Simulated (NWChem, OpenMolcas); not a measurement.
A ladder of methods for C2H5F (SMILES CCF)

The species is C2H5F (8 atoms), meant as a singlet with charge 0. SMILES: `CCF`. The shape is that of a PBE0-D4/def2-TZVP optimisation.

Each level gives the dipole moment (D). The values are calculated.

**The experiment to reproduce.** NIST CCCBDB gives the dipole moment of the gas as 1.96 D.

```csv
level,kind,program,value (D),computed − measured,CPU time
SVWN5/aug-cc-pVDZ,LDA,NWChem,1.88,-0.08,28 s
PBE/aug-cc-pVDZ,GGA,OpenMolcas,1.83,-0.13,58 s
r2SCAN/aug-cc-pVDZ,meta-GGA,OpenMolcas,1.88,-0.08,81 s
B3LYP/aug-cc-pVDZ,global hybrid,NWChem,1.93,-0.03,45 s
BHLYP/aug-cc-pVDZ,global hybrid,OpenMolcas,2.03,+0.07,56 s
M06-2X/aug-cc-pVDZ,hybrid meta-GGA,NWChem,1.95,-0.01,45 s
PBE0/aug-cc-pVDZ,global hybrid,NWChem,1.92,-0.04,46 s
wB97X/aug-cc-pVDZ,range-separated hybrid,NWChem,1.96,0.00,1.8 min
```

Nearest: wB97X/aug-cc-pVDZ (0.00 D); farthest: PBE/aug-cc-pVDZ (-0.13 D). The measured dipole is a vibrational average, so differences of a few hundredths of a debye mean little. Computed less measured by kind, in D (aug-cc-pVDZ rows): LDA -0.08; GGA -0.13; meta-GGA -0.08; global hybrid -0.04 to +0.07; range-separated hybrid +0.00. Times are those of the runs behind each value, whatever else they computed, on shared processors of several kinds: orders of magnitude only.
